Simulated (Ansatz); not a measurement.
# C2H8O2: the cost of one run

Method: the levels named in each step, in Ansatz 0.2.0.

### Step 1. The structure to begin with

Bond lengths: C1–O2 1.412 Å, C3–O4 1.403 Å, C1–H5 1.094 Å, C1–H6 1.094 Å, C1–H7 1.088 Å, O2–H8 0.963 Å, C3–H9 1.090 Å, C3–H10 1.096 Å, C3–H11 1.096 Å, O4–H12 0.972 Å. Angles: C1–O2–H8 109.0°, O2–C1–H5 111.3°, O2–C1–H6 111.4°, O2–C1–H7 106.5°, H5–C1–H6 109.3°, H5–C1–H7 109.2°, H6–C1–H7 109.0°, C3–O4–H12 108.3°, O4–C3–H9 107.0°, O4–C3–H10 111.7°, O4–C3–H11 111.6°, H9–C3–H10 108.8°, H9–C3–H11 108.9°, H10–C3–H11 108.7°.

As a file:

```xyz
12

C     0.4303    0.4914   -2.0843
O    -0.5938    0.7603   -1.1507
C     0.4672   -0.3292    2.1771
O    -0.2267   -0.9388    1.1210
H     0.5444   -0.5836   -2.2511
H     0.2398    0.9880   -3.0398
H     1.3499    0.8865   -1.6571
H    -1.4312    0.4391   -1.5022
H     0.5714   -1.0759    2.9640
H     1.4663    0.0003    1.8685
H    -0.0791    0.5333    2.5751
H    -0.3318   -0.2867    0.4082
```

### Step 2. A rough first relaxation, PBE-D4/def2-SVP

This run stands in another session on the same molecule. It ended at:

```xyz
12

C     0.4590    0.4389   -1.7680
O    -0.7388    0.8998   -1.1441
C     0.5019   -0.3355    1.8915
O    -0.3700   -0.8887    0.9384
H     0.6341   -0.6464   -1.5910
H     0.4689    0.6453   -2.8622
H     1.2996    0.9967   -1.3088
H    -1.4910    0.5046   -1.6235
H     0.8635   -1.1512    2.5529
H     1.4104    0.1452    1.4463
H     0.0207    0.4288    2.5525
H    -0.6516   -0.1528    0.3446
```

### Step 3. Relaxation, HF/STO-3G

Contents of input.yaml:

```yaml
crystal:
  periodic: [false, false, false]
  atoms:
    - { symbol: C, position_ang: [0.45895138, 0.4388546, -1.768008] }
    - { symbol: O, position_ang: [-0.73880217, 0.89977284, -1.14411166] }
    - { symbol: C, position_ang: [0.50190613, -0.33546368, 1.89147511] }
    - { symbol: O, position_ang: [-0.37002031, -0.88867664, 0.93837929] }
    - { symbol: H, position_ang: [0.63408945, -0.64640848, -1.59100061] }
    - { symbol: H, position_ang: [0.46888248, 0.64530016, -2.86215433] }
    - { symbol: H, position_ang: [1.29956756, 0.99668654, -1.30881946] }
    - { symbol: H, position_ang: [-1.49102315, 0.50456763, -1.62349091] }
    - { symbol: H, position_ang: [0.86354314, -1.15116637, 2.55290743] }
    - { symbol: H, position_ang: [1.4103639, 0.14519226, 1.44634911] }
    - { symbol: H, position_ang: [0.02066816, 0.42879784, 2.55254045] }
    - { symbol: H, position_ang: [-0.65157656, -0.1528067, 0.34460356] }
basis:
  gaussian: { orbitals: STO-3G }
hamiltonian:
  xc: hf
relax:
  f_tol: 0.002
  max_steps: 150
```

On the command line:

```bash
> ansatz run input.yaml --threads 4 --pin off --max-ram 10240MiB --backend cpu --events-out ev --progress --plain --runs-dir out
```

**Question.** How long does this run take on 4 threads of Intel Xeon 6975P-C (Granite Rapids), shared host, and how much memory does it need?

About 3.5 s, with a peak of 0.095 GiB.
